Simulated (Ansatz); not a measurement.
How far each method lies from full CI for BH2⁻, singlet

Geometry: a point of a stretch scan, not a stationary point.

```yaml
atoms:
  - { symbol: B, position_ang: [0.0000, -0.1292, 0.0072] }
  - { symbol: H, position_ang: [0.0000, 0.7300, -1.0535] }
  - { symbol: H, position_ang: [0.0000, 0.6558, 0.9763] }
```

Basis aug-cc-pVDZ; Ansatz 0.2.0. Correlated methods freeze the noble-gas cores, which leaves 6 electrons in 40 orbitals. R marks a restricted (for open shells ROHF) determinant, U an unrestricted one. Active spaces: pair = (2e, 2o) about the gap; valence = (6e, 6o) chosen from the atoms' valence shells.

Full CI is exact within this basis and frozen core; it isn't the basis-set limit. The frozen core follows each run's orbitals, which can shift R against U totals by a few meV.

The UHF ⟨S²⟩ is 0.657. The T1 diagnostic (RCCSD) is 0.0123. The largest doubles amplitude (RCCSD) is 0.089.

| level | E − E(full CI) (meV) | share of correlation (%) | wall time |
| --- | --- | --- | --- |
| RHF | 3722 | 0.00 | – |
| RMP2 | 866 | 76.73 | – |
| CISD | 321 | 91.37 | 0.45 s |
| RCCSD | 143 | 96.15 | – |
| RCCSD(T) | 32 | 99.15 | 0.82 s |
| BCCD(T) | 32 | 99.15 | 0.48 s |
| RCCSDT | 7 | 99.82 | – |
| RCCSDT(Q) | 1 | 99.97 | 2 s |
| RCCSDTQ | 0 | 100.00 | 13 s (H100) |
| CASSCF (pair space) | 3251 | 12.64 | – |
| NEVPT2 (pair space) | 876 | 76.47 | 0.54 s |
| CASSCF (valence space) | 2445 | 34.30 | – |
| NEVPT2 (valence space) | 809 | 78.27 | 0.42 s |
| MRCISD (valence space) | 146 | 96.08 | – |
| MRCISD+Q (valence space) | 0 | 100.00 | 0.82 s |

The correlation energy at full CI, counted from RHF, is -3.722 eV. That run took 28 s on 2 threads of AMD EPYC 7R13 with a shared H100 80 GB, shared host over 48,998,162 determinants.

Run but not shown, since their state or frozen core can't be matched to the reference's or they repeat it: UHF, UMP2, UCCSD, UCCSD(T), UCCSDT, UCCSDT(Q).

Times hold each run's SCF and search for its determinant on a shared host, so for small cases they say little of a method's own cost; rows without a card ran on 1 thread of AMD EPYC 7R13.

The full-CI state has the irrep A' of Cs, in the program's axes.

Natural occupations of full CI about the gap: 1.954 1.939 1.856 0.076 0.047 0.035 0.023 0.014 0.013 0.008; effectively unpaired electrons, Σ n²(2−n)², 0.13.
